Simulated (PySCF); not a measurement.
ethylene: removing and adding an electron

System: ethylene, `C=C` (C2H4). Numbering: `[CH2:1]=[CH2:2]`

These are calculated values, ωB97X-D3(BJ)/ma-def2-TZVP in PySCF (grid level 2) at geometries from PBE0-D3(BJ)/ma-def2-SVP. The prefix ma- adds one diffuse s and one diffuse p function on all atoms but H. Thermal corrections: PBE0-D3(BJ)/ma-def2-SVP frequencies, unscaled, ideal gas at 298.15 K and 1 bar, quasi-RRHO entropy.

Frontier levels of the parent: HOMO -10.35 eV, LUMO 1.50 eV.

Oxidation to the radical cation:
```
Vertical ionisation energy (electronic)              : 10.55 eV
Adiabatic ionisation energy (with zero-point energy) : 10.29 eV
Adiabatic, electronic part                           : 10.36 eV
Vertical gap at the product's structure              : 9.79 eV
Inner reorganisation energy (four-point)             : 761 meV
Relaxation of product / of parent                    : 195 / 566 meV
⟨S²⟩ of the product                                  : 0.754
Largest spin populations                             : C1 0.50, C2 0.50
Largest changes of atomic charge                     : C2 0.29, C1 0.29, H (on C2) 0.11, H (on C1) 0.11
Distances that move most (Å)                         : C1–C2 1.332 → 1.391; C2–H 1.094 → 1.102; C1–H 1.094 → 1.102; C2–H 1.094 → 1.102
Potential in DMF                                     : 7.38 V absolute, 2.84 V against Fc+/Fc computed at 4.54 V (solvation -6 → -285 kJ/mol)
```

Vertical electron affinity to the radical anion: -1.40 eV. The extra electron is not bound at this structure, the number hangs on the basis, and the ion was not relaxed.

Solvents are IEF-PCM continua (electrostatics only, gas-phase structures); absolute potentials refer to an electron at rest in vacuum. Fc+/Fc in DMF, 4.54 V, is ωB97X-D3(BJ)/ma-def2-TZVP on PBE0-D3(BJ)/def2-SVP structures with GFN2-xTB thermal terms. Benchmark calculations put it near 5.0 V in acetonitrile and DMSO, so it is about 0.5 V low, and the value against it can read up to that much too high.

Against the Active Thermochemical Tables (version 1.112): ionisation energy to the radical cation 10.51 (computed 10.29, error -0.22) eV.

Measured values (NIST Chemistry WebBook, evaluated or the median of agreeing entries): adiabatic ionisation energy 10.51 eV (computed 10.29, difference -0.22).

Run with `OMP_NUM_THREADS=1 python redox_run.py task.json out` on 1 thread of Arm Neoverse V1, a shared host. Structures, frequencies and single points: 65 s of wall time.
